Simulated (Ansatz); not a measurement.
# C3H5NO: single point from an input written key by key

Aim: a single point from an input written key by key, for C3H5NO, run from a script. SMILES: C1=NCCO1.

All numbers are computed with Ansatz 0.2.0 through its Python package. Level of theory: r2SCAN/def2-SVP.

## Step 1: The structure

Bond lengths: C1–N2 1.243 Å, N2–C3 1.436 Å, C3–C4 1.569 Å, C1–O5 1.331 Å, C4–O5 1.464 Å, C1–H6 1.173 Å, C3–H7 1.119 Å, C3–H8 1.110 Å, C4–H9 1.011 Å, C4–H10 1.107 Å. Angles (14 of 17 angles, heavy atoms first): C1–N2–C3 101.1°, N2–C1–O5 125.1°, N2–C3–C4 108.5°, C3–C4–O5 98.9°, C1–O5–C4 104.1°, N2–C1–H6 125.1°, O5–C1–H6 109.8°, N2–C3–H7 114.1°, N2–C3–H8 113.2°, C4–C3–H7 107.9°, C4–C3–H8 106.4°, C3–C4–H9 115.3°, C3–C4–H10 109.9°, O5–C4–H9 111.7°.

No structure file is read: the coordinates are typed or built in the script.

## Step 2: The script

c3h5no_deck.py reads:

```python
"""C3H5NO through the session interface."""

import ansatz as az
import numpy as np

deck = {
    "crystal": {
        "periodic": [False, False, False],
        "atoms": [
            {"symbol": "C", "position_ang": [-1.2227, 0.5175, -0.3969]},
            {"symbol": "N", "position_ang": [-1.2453, -0.6901, -0.1019]},
            {"symbol": "C", "position_ang": [0.1495, -0.9437, 0.1286]},
            {"symbol": "C", "position_ang": [0.9035, 0.4315, 0.1856]},
            {"symbol": "O", "position_ang": [-0.1348, 1.2842, -0.3969]},
            {"symbol": "H", "position_ang": [-2.1578, 1.1541, -0.7071]},
            {"symbol": "H", "position_ang": [0.3623, -1.492, 1.0806]},
            {"symbol": "H", "position_ang": [0.628, -1.5308, -0.6835]},
            {"symbol": "H", "position_ang": [1.7628, 0.4744, -0.3445]},
            {"symbol": "H", "position_ang": [1.0377, 0.7438, 1.2389]},
        ],
    },
    "basis": {"gaussian": {"orbitals": "def2-SVP"}},
    "hamiltonian": {"xc": "r2scan"},
    "output": {"forces": True},
}
session = az.Session.from_dict(deck)
data = session.plan(threads=1).execute().report

print("reference energy %16.6f eV" % data["reference_energy_ev"])
print("total energy     %16.6f eV" % data["free_energy_ev"])
print("occupied orbitals outside the frozen core (up, down):", data["n_occupied"], " frozen:", data["n_frozen"], " virtual:", data["n_virtual"])
symbols = ["C", "N", "C", "C", "O", "H", "H", "H", "H", "H"]
field = data["mean_field"]
print("<S^2> =", round(abs(field["state"]["spin_squared"]), 4), " all-electron relativity setting:", field["relativity"])
print("passes:", field["passes"])
if "symmetry" in field:
    print("occupied orbitals by irrep:", field["symmetry"]["occupied"])

print("forces (eV/A)")
for symbol, f in zip(symbols, data["forces_ev_ang"]):
    print(f"  {symbol:2s} {f[0]:9.4f} {f[1]:9.4f} {f[2]:9.4f}")
charges = data["charge_distribution"]
print("dipole moment", round(4.803205 * float(np.linalg.norm(charges["dipole_moment_e_ang"])), 3), "D")
print("Mulliken:", [(s, round(q, 3)) for s, q in zip(symbols, charges["mulliken_charges_e"])])
```

## Step 3: The run

Started as:

```sh
python c3h5no_deck.py
```

**Question.** What results will this script give? Wanted: total energy; largest force; dipole moment.

The runs gave:

| quantity | value |
| --- | --- |
| total energy | -6719.4546 eV |
| largest force | 5.576 eV/Å |
| dipole moment | 2.02 D |

Forces reach 5.58 eV/Å, so the atoms aren't at rest. The geometry is a force-field or estimated start, not a minimum of this method, and the basis set is short of its limit.
